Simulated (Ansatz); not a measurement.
A Ti$_{9}$Ni cell: a random packing after short dynamics, relaxed.

```xyz
20
Lattice="6.7608 -0.1110 0.0037 -0.0907 7.2920 -0.1498 -0.0007 -0.1517 6.7840" Properties=species:S:1:pos:R:3 pbc="T T T"
Ti    1.0235    1.8781    3.7357
Ti    0.3266    6.8699    5.2968
Ti    5.2109    0.5721    3.7594
Ti    3.5972    3.7101    0.1251
Ti    5.3341   -0.1005    0.7174
Ti    1.5338    4.4413    4.9590
Ti    2.3782    6.2469    0.3183
Ti    1.7444    4.0333    2.1296
Ti    3.0736    1.3654    1.8224
Ti    2.6091    6.7905    3.7699
Ti    5.6976    2.4765    1.6646
Ti    3.7021    2.9686    3.9093
Ti    4.3915    5.2539    2.2397
Ti    1.1677    2.1548   -0.0167
Ti    4.7509    5.3876    5.0756
Ti    3.6333    1.0217    5.9203
Ti    6.5414    4.6879    0.3419
Ti    0.3355    6.5491    2.4626
Ni    6.2499    3.9521    3.4436
Ni    5.8423    2.5881    5.5307
```

Method: Ansatz, DFT PBE, scalar-relativistic, plane waves, PAW.

Plane waves to 420 eV, a k mesh through Γ of 5×5×5 on the computed 20-atom cell and Gaussian smearing (0.10 eV); no spin polarisation.

**Question.** Describe its local order.

**Answer.** Counting as bonded all pairs within 1.3 times the summed covalent radii:

```tsv
atom → neighbour	mean count	mean length (Å)	spread (Å)
Ni → Ni	1.00	2.53	0.00
Ni → Ti	11.50	2.87	0.33
Ti → Ni	1.28	2.87	0.33
Ti → Ti	13.89	3.12	0.43
```

Angles between all pairs of such bonds at an atom (mean ± spread): 97 ± 34° at Ni, 95 ± 35° at Ti.

**Question.** Does it have a gap?

**Answer.** It has no gap on the mesh. Levels at Γ next to the Fermi level (eV from it): -0.34, -0.27, -0.25, -0.19, -0.06, -0.03, 0.03, 0.10, 0.23, 0.27, 0.34, 0.36. It lies 0.00 eV/atom above the elements' standard states (static lattices, no corrections for gases).

The final mesh leaves forces up to 0.14 eV/Å and stresses up to 0.2 GPa: the relaxation ran on a coarser mesh, so the cell's shape, its bonds and its energy belong partly to that mesh.

Spin polarisation was left out, and a magnetic state may lie lower.

Cost: 2 runs of about 21 core-minutes in all (earlier runs that led there not counted), on Arm Neoverse V2 (shared hosts).